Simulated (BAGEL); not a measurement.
# C4H4F (SMILES C=C1[CH]C1F): UHF/3-21G (density fitting with qzvpp-jkfit)

Aim: the vertical ionisation energy of C4H4F at UHF/3-21G (density fitting with qzvpp-jkfit), from 2 runs. 

The calculation is run with BAGEL 1.2.2.

2 further runs of the same task are left out: 2 set aside as unsound or not needed.

## 1. The molecule

C4H4F: 9 atoms, total charge 0, spin state doublet. As SMILES, `C=C1[CH]C1F`. The coordinates come from a GFN2-xTB relaxation.

Bond lengths: C1–C2 1.347 Å, C2–C3 1.363 Å, C2–C4 1.488 Å, C3–C4 1.468 Å, C4–F5 1.385 Å, C1–H6 1.076 Å, C1–H7 1.076 Å, C3–H8 1.061 Å, C4–H9 1.086 Å. Some angles: C1–C2–C3 151.9°, C1–C2–C4 146.3°, C3–C2–C4 61.8°, C2–C3–C4 63.3°, C2–C4–C3 54.9°, C2–C4–F5 119.6°, C3–C4–F5 119.1°, C2–C1–H6 120.8°, C2–C1–H7 121.2°, C2–C3–H8 148.7°.

## 2. The energy at UHF/3-21G (density fitting with qzvpp-jkfit)

job.json

```json
{ "bagel" : [

{
  "title" : "molecule",
  "basis" : "3-21g",
  "df_basis" : "qzvpp-jkfit",
  "angstrom" : true,
  "geometry" : [
    { "atom" : "C", "xyz" : [    0.294520,    0.960460,    1.250630 ] },
    { "atom" : "C", "xyz" : [    0.028180,    0.040610,    0.303050 ] },
    { "atom" : "C", "xyz" : [   -0.457860,   -1.167960,   -0.096490 ] },
    { "atom" : "C", "xyz" : [    0.111710,   -0.308170,   -1.141230 ] },
    { "atom" : "F", "xyz" : [   -0.737820,    0.309490,   -2.043750 ] },
    { "atom" : "H", "xyz" : [    0.122100,    0.745520,    2.290540 ] },
    { "atom" : "H", "xyz" : [    0.681980,    1.930030,    0.992320 ] },
    { "atom" : "H", "xyz" : [   -1.093960,   -1.996380,    0.090790 ] },
    { "atom" : "H", "xyz" : [    1.051150,   -0.513590,   -1.645860 ] }
  ]
},
{
  "title" : "uhf",
  "nopen" : 1
},
{
  "title" : "print",
  "file" : "orbitals.molden",
  "orbitals" : true
}

]}
```

Command:

```
$ BAGEL_NUM_THREADS=1 BAGEL job.json > job.out
```

Log:

```text
* using 1 threads per process

  ===============================================================
  ===============================================================

  *** Geometry ***

  { "atom" : "C", "xyz" : [      0.556562,      1.815006,      2.363348 ] },
  { "atom" : "C", "xyz" : [      0.053252,      0.076742,      0.572682 ] },
  { "atom" : "C", "xyz" : [     -0.865230,     -2.207125,     -0.182340 ] },
  { "atom" : "C", "xyz" : [      0.211101,     -0.582357,     -2.156612 ] },
  { "atom" : "F", "xyz" : [     -1.394278,      0.584851,     -3.862128 ] },
  { "atom" : "H", "xyz" : [      0.230736,      1.408829,      4.328493 ] },
  { "atom" : "H", "xyz" : [      1.288755,      3.647228,      1.875213 ] },
  { "atom" : "H", "xyz" : [     -2.067285,     -3.772611,      0.171568 ] },
  { "atom" : "H", "xyz" : [      1.986386,     -0.970544,     -3.110225 ] },

  Number of auxiliary basis functions:      449

  Since a DF basis is specified, we compute 2- and 3-index integrals:
    o Being stored without compression. Storage requirement is 0.010 GB

  Number of basis functions:       53
  Number of electrons      :       37

    * METHOD: MOLECULE                             0.15

  *** Open-shell HF ***

  === Nuclear Repulsion ===
   153.2747778063

      * DIIS with orbital gradients will be used.

  === UHF iteration (3-21g) ===
      0       -251.57781002          0.04049602           0.06
      1       -251.67557088          0.01984321           0.06
      2       -251.69627410          0.01105200           0.05
      3       -251.70444796          0.00135077           0.05
      4       -251.70751719          0.00047325           0.05
      5       -251.70847967          0.00031648           0.05
      6       -251.70926402          0.00012054           0.05
      7       -251.70935702          0.00005086           0.05
      8       -251.70937027          0.00002448           0.06
      9       -251.70937337          0.00001019           0.06
     10       -251.70937394          0.00000537           0.05
     11       -251.70937408          0.00000238           0.05
     12       -251.70937411          0.00000108           0.06
     13       -251.70937411          0.00000054           0.05
     14       -251.70937411          0.00000028           0.06
     15       -251.70937411          0.00000014           0.06
     16       -251.70937411          0.00000006           0.05
     17       -251.70937411          0.00000003           0.05
     18       -251.70937411          0.00000002           0.06
     19       -251.70937411          0.00000001           0.06
    * SCF iteration converged.

    * S^2 (UHF) is 0.9480

    * Permanent dipole moment:
           (   -0.397896,     0.283870,    -0.766211) a.u.

    * METHOD: UHF                                  1.18

    * METHOD: PRINT                                0.01

  ===============================================================
```

Run time: 1.5 s. Hardware: 1 thread of Arm Neoverse V1, shared host.

## 3. The singlet cation at the same level

job.json

```json
{ "bagel": [

{
  "title": "molecule",
  "basis": "3-21g",
  "df_basis": "qzvpp-jkfit",
  "angstrom": true,
  "geometry": [
    { "atom": "C", "xyz": [       0.294520,       0.960460,       1.250630 ] },
    { "atom": "C", "xyz": [       0.028180,       0.040610,       0.303050 ] },
    { "atom": "C", "xyz": [      -0.457860,      -1.167960,      -0.096490 ] },
    { "atom": "C", "xyz": [       0.111710,      -0.308170,      -1.141230 ] },
    { "atom": "F", "xyz": [      -0.737820,       0.309490,      -2.043750 ] },
    { "atom": "H", "xyz": [       0.122100,       0.745520,       2.290540 ] },
    { "atom": "H", "xyz": [       0.681980,       1.930030,       0.992320 ] },
    { "atom": "H", "xyz": [      -1.093960,      -1.996380,       0.090790 ] },
    { "atom": "H", "xyz": [       1.051150,      -0.513590,      -1.645860 ] }
  ]
},

{ "title": "hf", "charge": 1 },

{ "title": "print", "file": "orbitals.molden", "orbitals": true }

]}
```

Command:

```
$ BAGEL_NUM_THREADS=1 BAGEL job.json > job.out
```

Log:

```text
* using 1 threads per process

  ===============================================================
  ===============================================================

  *** Geometry ***

  { "atom" : "C", "xyz" : [      0.556562,      1.815006,      2.363348 ] },
  { "atom" : "C", "xyz" : [      0.053252,      0.076742,      0.572682 ] },
  { "atom" : "C", "xyz" : [     -0.865230,     -2.207125,     -0.182340 ] },
  { "atom" : "C", "xyz" : [      0.211101,     -0.582357,     -2.156612 ] },
  { "atom" : "F", "xyz" : [     -1.394278,      0.584851,     -3.862128 ] },
  { "atom" : "H", "xyz" : [      0.230736,      1.408829,      4.328493 ] },
  { "atom" : "H", "xyz" : [      1.288755,      3.647228,      1.875213 ] },
  { "atom" : "H", "xyz" : [     -2.067285,     -3.772611,      0.171568 ] },
  { "atom" : "H", "xyz" : [      1.986386,     -0.970544,     -3.110225 ] },

  Number of auxiliary basis functions:      449

  Since a DF basis is specified, we compute 2- and 3-index integrals:
    o Being stored without compression. Storage requirement is 0.010 GB

  Number of basis functions:       53
  Number of electrons      :       37

    * METHOD: MOLECULE                             0.15

  *** RHF ***

  === Nuclear Repulsion ===
   153.2747778063

      * DIIS with orbital gradients will be used.

  === RHF iteration (3-21g) ===
      0       -251.27043278          0.02117838           0.03
      1       -251.37285020          0.01151381           0.03
      2       -251.39905216          0.00253906           0.03
      3       -251.40138763          0.00056803           0.03
      4       -251.40155677          0.00027707           0.03
      5       -251.40162247          0.00012147           0.03
      6       -251.40163741          0.00005949           0.03
      7       -251.40164088          0.00002686           0.03
      8       -251.40164166          0.00000852           0.03
      9       -251.40164172          0.00000273           0.03
     10       -251.40164173          0.00000114           0.03
     11       -251.40164173          0.00000052           0.03
     12       -251.40164173          0.00000024           0.03
     13       -251.40164173          0.00000011           0.03
     14       -251.40164173          0.00000006           0.03
     15       -251.40164173          0.00000003           0.03
     16       -251.40164173          0.00000001           0.03
     17       -251.40164173          0.00000001           0.03
    * SCF iteration converged.

    * Permanent dipole moment:
           (   -0.655355,     0.379183,    -2.188394) a.u.

    * METHOD: HF                                   0.58

    * METHOD: PRINT                                0.01

  ===============================================================
```

Run time: 0.86 s. Hardware: 1 thread of Arm Neoverse V1, shared host.

## 4. Summary of results

At UHF/3-21G (density fitting with qzvpp-jkfit):

```
                                          quantity          value
                       doublet C4H4F: total energy  -251.70937 Eh
                      doublet C4H4F: dipole moment         2.31 D
                               doublet C4H4F: ⟨S²⟩          0.948
                      singlet cation: total energy  -251.40164 Eh
                       singlet cation: HOMO energy      -18.04 eV
                       singlet cation: LUMO energy       -6.87 eV
                     singlet cation: HOMO–LUMO gap       11.17 eV
vertical ionisation energy (to the singlet cation)       8.374 eV
```

What this shows: Removing an electron at fixed nuclei costs 8.37 eV (808 kJ/mol). Only the singlet of the ionised species was computed; a triplet could lie lower. ⟨S²⟩ (doublet C4H4F) is 0.95 where a pure doublet has 0.75: the reference is spin-contaminated.
